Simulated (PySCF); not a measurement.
# C3H5NO: the cost of one run

Computed with PySCF 2.14.0 and routines of our own; the level stands in each step. Atoms count from 0.

### Step 1. The starting structure

10 atoms, charge 0, multiplicity 1; geometry from: GFN2-xTB.

### Step 2. Optimising the geometry at CAM-B3LYP/6-31G*

What the job is given:

```
{"job": {"xc": "CAM-B3LYP", "basis": "6-31G*", "grid": 1, "kind": "geom"}, "charge": 0, "multiplicity": 1}
N     -1.372286    -0.483750     0.303880
C     -0.741721     0.659332     0.034066
C      0.599286     0.723602    -0.212143
C      1.420396    -0.442348    -0.189244
O      1.037754    -1.584245     0.042459
H     -2.355972    -0.525110     0.494686
H     -0.780406    -1.313572     0.323153
H     -1.346050     1.559551     0.012454
H      1.057915     1.672850    -0.428960
H      2.489965    -0.261656    -0.402878
```

The run is started by

```sh
$ OMP_NUM_THREADS=1 python excited_run.py task.json out
```

One launch serves the whole session: the jobs run in the order shown.

**Question.** How long does this first job take on 1 thread of Arm Neoverse V1, shared host, and how much memory does it need?

About 22 s, with a peak of 0.44 GiB.
